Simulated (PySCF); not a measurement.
**Diamond**

The numbers are results of PBE (GTH pseudopotentials, Gaussian basis; PySCF), not measurements.

Cell: measured lattice: a = b = c = 3.5670 Å, α = β = γ = 90.00°.

```json
{
 "band_gap": "4.15 eV ± 0.02",
 "smallest_direct_gap_on_the_k_points_sampled": "5.61 eV ± 0.01"
}
```

Note: cell and atoms aren't relaxed at this level.

A ± is a rough bar: the spread of an extrapolation, a floor set from checks against published values, or a statistical error.

Static lattice: no zero-point or thermal effects.

It cost about 90 core-minutes (a rough figure) of CPU time.
